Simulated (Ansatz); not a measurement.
Ansatz (a program for electronic structure) input (PBE-QIDH/def2-TZVPD):

Ansatz 0.2 input:
```yaml
crystal:
  periodic: [false, false, false]
  atoms:
    - {symbol: C, position_ang: [0.01102909, 0.00659034, 0.69372728]}
    - {symbol: C, position_ang: [-0.01102909, -0.00659034, -0.69372728]}
    - {symbol: H, position_ang: [-0.20866404, 0.91610177, 1.25199051]}
    - {symbol: H, position_ang: [0.24863065, -0.89222006, 1.26189918]}
    - {symbol: H, position_ang: [0.21203297, 0.89129169, -1.26921414]}
    - {symbol: H, position_ang: [-0.25199958, -0.91517340, -1.24467556]}
basis:
  gaussian:
    orbitals: def2-TZVPD
hamiltonian:
  xc: {name: PBE-QIDH}
total_charge: 1
magnetization: {spin_polarized: true, initial_magnetization: 1}
correlation: {electrons: outside_noble_gas}
```

End of the output:

```
integrals: 0.07 GiB planned
767 factors; integrals over basis functions are off by at most 1.0e-3 eV
mean field: 0.39 GiB planned
mean field evaluation 1: about -2119.8811 eV, gradient 2.4e1 eV
mean field evaluation 2: about -2119.8806 eV, gradient 2.4e1 eV
mean field evaluation 4: about -2122.8440 eV, gradient 1.4e0 eV
mean field evaluation 8: about -2122.9122 eV, gradient 8.5e-2 eV
mean field evaluation 16: about -2122.9124 eV, gradient 2.6e-5 eV
mean field -2122.91236852 eV, -78.0155905815 hartree, gradient 3.0e-6 eV, S^2 0.758453; 0 other end points of the search recorded, 0 dependent functions left out
2 core orbitals not correlated
reference -2122.91237752 eV, -78.0155909121 hartree; 6, 5 occupied and 102, 103 virtual orbitals, 767 factors
second order -8.16095463 eV of doubles, -0.00000000 eV of singles
Total energy: -2125.63269573 eV, -78.1155607624 hartree
```
